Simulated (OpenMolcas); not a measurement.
**One shape, several levels: doublet [BHF2]+**

Wanted: a comparison of 6 runs (UHF/3-21G, U-revPBE/def2-TZVPP, UB3LYP/def2-TZVPP, UBHLYP/def2-TZVPP, USVWN5/def2-TZVPP, UTPSS/def2-TZVPP) of doublet [BHF2]+. 

The results are computed with OpenMolcas 26.06.

**1. The system as given**

[BHF2]+ has 4 atoms, charge +1, and is taken as a doublet. SMILES of the parent species: `FBF`. The coordinates come from a PBE0-D4/def2-TZVP relaxation. That shape belongs to the parent species and isn't relaxed for this state.

Bond lengths: F1–B2 1.313 Å, B2–F3 1.313 Å, B2–H4 1.191 Å. Angles: F1–B2–F3 118.1°, F1–B2–H4 121.0°, F3–B2–H4 121.0°.

**2. A single-point energy at UHF/3-21G (run 1)**

File struct.xyz:

```xyz
4

F      1.154300     0.456900    -0.361900
B     -0.001900    -0.031000     0.025200
F     -1.095400     0.528700    -0.438900
H     -0.057000    -0.954600     0.775600
```

File calc.inp:

```
* BF2H Hartree-Fock
&GATEWAY
BASLIB=$CurrDir
COORD=struct.xyz
BASIS=3-21G
GROUP=NoSym
&SEWARD
&SCF
UHF
CHARGE=1
SPIN=2
THRESHOLDS=1e-10 1e-07 1e-07 1e-05
PRORBITALS=1 1
```

The basis set 3-21G is read from a file made from the Basis Set Exchange's data (not shown).

Launch:

```
$ export MOLCAS_MEM=1860
$ pymolcas calc.inp > calc.log
```

Output:

```text
--- Start Module: gateway ---
[...]
--- Stop Module: gateway /rc=_RC_ALL_IS_WELL_ ---
--- Start Module: seward ---
[...]
      Basis functions           29
--- Stop Module: seward /rc=_RC_ALL_IS_WELL_ ---
--- Start Module: scf ---
[...]
       Convergence after  31 Iterations
[...]
::    Total SCF energy                               -222.5365765529
[...]
      Total spin, S                                     0.5097276846
[...]
      Total electronic charge=   23.000000
      Total            charge=    1.000000
[...]
      Dipole Moment (debye):
      Origin of the operator (angstrom)=    0.0208    0.3483   -0.2830
                   X= -2.3216E-01               Y= -3.8995E+00               Z=  3.1684E+00           Total=  5.0297E+00
      Center of Charge (angstrom)
[...]
--- Stop Module: scf /rc=_RC_ALL_IS_WELL_ ---
[...]
```

It took 2 s on 1 thread of Arm Neoverse V2, shared host; peak memory 0.37 GiB.

**3. A single-point energy at U-revPBE/def2-TZVPP (run 2)**

File test.inp:

```
>>> EXPORT MOLCAS_PRINT=2
&GATEWAY
BasLib=$CurrDir
Coord
4
angstrom
F        1.154300       0.456900      -0.361900
B       -0.001900      -0.031000       0.025200
F       -1.095400       0.528700      -0.438900
H       -0.057000      -0.954600       0.775600
Basis=def2-TZVPP
Group=NoSym
&SEWARD
GridInput
Grid=UltraFine
End of Grid
&SCF
UHF
Charge=1
Spin=2
KSDFT=revPBE
Thresholds=1e-10 1e-07 1e-07 1e-05
PrOrbitals=1 2
```

The basis set def2-TZVPP is read from a file made from the Basis Set Exchange's data (not shown).

Launch:

```
$ export MOLCAS_MEM=1860
$ pymolcas test.inp > test.log
```

Output:

```text
--- Start Module: gateway ---
[...]
--- Stop Module: gateway /rc=_RC_ALL_IS_WELL_ ---
--- Start Module: seward ---
[...]
      Basis functions          107
--- Stop Module: seward /rc=_RC_ALL_IS_WELL_ ---
[...]
--- Start Module: scf ---
[...]
       Convergence after  25 Iterations
[...]
::    Total KS-DFT energy                            -224.7747381738
[...]
      Total spin, S                                     0.5012333035
[...]
      Total electronic charge=   23.000000
      Total            charge=    1.000000
[...]
      Dipole Moment (debye):
      Origin of the operator (angstrom)=    0.0208    0.3483   -0.2830
                   X= -1.5588E-01               Y= -2.6082E+00               Z=  2.1192E+00           Total=  3.3643E+00
      Center of Charge (angstrom)
[...]
--- Stop Module: scf /rc=_RC_ALL_IS_WELL_ ---
[...]
```

It took 48 s on 1 thread of Arm Neoverse V2, shared host; peak memory 0.62 GiB.

**4. A single-point energy at UB3LYP/def2-TZVPP (run 3)**

File test.input:

```
&GATEWAY
  BasLib
  $CurrDir
  Coord
  4
  bohr
  F      2.18131087     0.86341587    -0.68389188
  B     -0.00359048    -0.05858151     0.04762110
  F     -2.07000600     0.99909820    -0.82940080
  H     -0.10771439    -1.80393256     1.46567158
  Basis
  def2-TZVPP
  Group
  NoSym

&SEWARD
  GridInput
  Grid=UltraFine
  End of Grid

&SCF
  UHF
  Charge
  1
  Spin
  2
  KSDFT
  B3LYP
  Thresholds
  1e-10 1e-07 1e-07 1e-05
  PrOrbitals
  0
```

The basis set def2-TZVPP is read from a file made from the Basis Set Exchange's data (not shown).

Launch:

```
$ export MOLCAS_MEM=1860
$ pymolcas test.input > test.log
```

Output:

```text
--- Start Module: gateway ---
[...]
--- Stop Module: gateway /rc=_RC_ALL_IS_WELL_ ---
--- Start Module: seward ---
[...]
      Basis functions          107
--- Stop Module: seward /rc=_RC_ALL_IS_WELL_ ---
[...]
--- Start Module: scf ---
[...]
       Convergence after  19 Iterations
[...]
::    Total KS-DFT energy                            -224.8412120997
[...]
      Total spin, S                                     0.5026591890
[...]
      Total electronic charge=   23.000000
      Total            charge=    1.000000
[...]
      Dipole Moment (debye):
      Origin of the operator (angstrom)=    0.0208    0.3483   -0.2830
                   X= -1.7100E-01               Y= -2.8632E+00               Z=  2.3264E+00           Total=  3.6932E+00
      Center of Charge (angstrom)
[...]
--- Stop Module: scf /rc=_RC_ALL_IS_WELL_ ---
[...]
```

Run time: 40 s. Hardware: 1 thread of Arm Neoverse V2, shared host; peak memory 0.62 GiB.

Runs 4 to 5 aren't shown in full; the table further down has their settings and results.

**5. The energy at UTPSS/def2-TZVPP (run 6)**

File run.inp:

```
&gateway
  baslib
  $CurrDir
  basisset
  F.def2-TZVPP....
  F1 1.154300 0.456900 -0.361900 angstrom
  F3 -1.095400 0.528700 -0.438900 angstrom
  End of Basis
  basisset
  B.def2-TZVPP....
  B2 -0.001900 -0.031000 0.025200 angstrom
  End of Basis
  basisset
  H.def2-TZVPP....
  H4 -0.057000 -0.954600 0.775600 angstrom
  End of Basis

&seward
  gridinput
  Grid=UltraFine
  End of Grid

&scf
  uhf
  charge
  1
  spin
  2
  ksdft
  2
  1.0 MGGA_X_TPSS
  1.0 MGGA_C_TPSS
  thresholds
  1e-10 1e-07 1e-07 1e-05
  prorbitals
  1 1
```

The basis set def2-TZVPP is read from a file made from the Basis Set Exchange's data (not shown).

Launch:

```
$ export MOLCAS_MEM=1860
$ pymolcas run.inp > run.log
```

Output:

```text
--- Start Module: gateway ---
[...]
--- Stop Module: gateway /rc=_RC_ALL_IS_WELL_ ---
--- Start Module: seward ---
[...]
      Basis functions          107
--- Stop Module: seward /rc=_RC_ALL_IS_WELL_ ---
[...]
--- Start Module: scf ---
[...]
       Convergence after  22 Iterations
[...]
::    Total KS-DFT energy                            -224.8681726527
[...]
      Total spin, S                                     0.5020111543
[...]
      Total electronic charge=   23.000000
      Total            charge=    1.000000
[...]
      Dipole Moment (debye):
      Origin of the operator (angstrom)=    0.0208    0.3483   -0.2830
                   X= -1.5852E-01               Y= -2.6529E+00               Z=  2.1555E+00           Total=  3.4219E+00
      Center of Charge (angstrom)
[...]
--- Stop Module: scf /rc=_RC_ALL_IS_WELL_ ---
[...]
```

Wall time 68 s (1 thread of Arm Neoverse V2, shared host); peak memory 0.62 GiB.

**6. Overview of the runs**

```csv
run,level,integration grid,energy (Eh),HOMO energy (eV),LUMO energy (eV),⟨S²⟩,wall time
1,UHF/3-21G,–,-222.536577,-24.84,-13.45,0.770,2 s
2,U-revPBE/def2-TZVPP,UltraFine,-224.774738,-18.67,-17.83,0.752,48 s
3,UB3LYP/def2-TZVPP,UltraFine,-224.841212,-20.16,-17.41,0.755,40 s
4,UBHLYP/def2-TZVPP,UltraFine,-224.740249,-22.04,-16.23,0.761,43 s
5,USVWN5/def2-TZVPP,UltraFine,-223.295944,-18.97,-18.13,0.751,40 s
6,UTPSS/def2-TZVPP,UltraFine,-224.868173,-18.80,-17.80,0.754,68 s
```

**7. Summary of results**

| quantity | value |
| --- | --- |
| run 6: total energy | -224.86817 Eh |
| run 6: HOMO energy (highest over α and β) | -18.80 eV |
| run 6: LUMO energy (lowest over α and β) | -17.80 eV |
| run 6: ⟨S²⟩ | 0.754 |

What this shows: Totals of different functionals can't be ranked against each other. All runs together took 4 min, the longest 68 s.
